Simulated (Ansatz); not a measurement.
# CH5Si2: the cost of one run

Method: RKS B3LYP-D4/def2-SVP, in Ansatz 0.2.0.

**1. The system as given**

Bond lengths: Si1–C2 1.801 Å, C2–Si3 1.813 Å, Si1–H4 1.570 Å, C2–H5 1.096 Å, Si3–H6 1.510 Å, Si3–H7 1.501 Å, Si3–H8 1.514 Å. Angles: Si1–C2–Si3 122.1°, Si1–C2–H5 121.6°, Si3–C2–H5 116.3°, C2–Si1–H4 102.4°, C2–Si3–H6 117.2°, C2–Si3–H7 113.4°, C2–Si3–H8 118.1°, H6–Si3–H7 103.1°, H6–Si3–H8 100.3°, H7–Si3–H8 102.4°.

Coordinates:

```xyz
8

Si   -1.8587    0.6392   -0.7631
C    -0.1099    0.2212   -0.6523
Si    0.6387   -0.3913    0.8810
H    -2.0053    1.0777   -2.2635
H     0.5550    0.2991   -1.5204
H     0.5192    0.4846    2.1051
H     2.1179   -0.6228    0.7722
H     0.1431   -1.7076    1.4410
```

**2. Relaxing end A**

input.yaml

```yaml
crystal:
  periodic: [false, false, false]
  atoms:
    - { symbol: Si, position_ang: [-1.85872, 0.6392, -0.7631] }
    - { symbol: C, position_ang: [-0.10994, 0.22115, -0.65231] }
    - { symbol: Si, position_ang: [0.63872, -0.39135, 0.88098] }
    - { symbol: H, position_ang: [-2.00531, 1.07769, -2.26349] }
    - { symbol: H, position_ang: [0.55497, 0.29912, -1.5204] }
    - { symbol: H, position_ang: [0.51925, 0.4846, 2.10506] }
    - { symbol: H, position_ang: [2.1179, -0.62278, 0.77222] }
    - { symbol: H, position_ang: [0.14312, -1.70765, 1.44103] }
total_charge: -1
basis:
  gaussian: { orbitals: def2-SVP }
hamiltonian:
  xc: b3lyp
  dispersion: d4
relax:
  f_tol: 0.015
  max_steps: 40
```

Command:

```
ansatz run input.yaml --threads 1 --pin off --max-ram 2048MiB --backend cpu --events-out ev --progress --plain --runs-dir out
```

**Question.** How long does this run take on 1 thread of Intel Xeon at 2.70GHz, shared host, and how much memory does it need?

About 31 s, with a peak of 0.15 GiB.
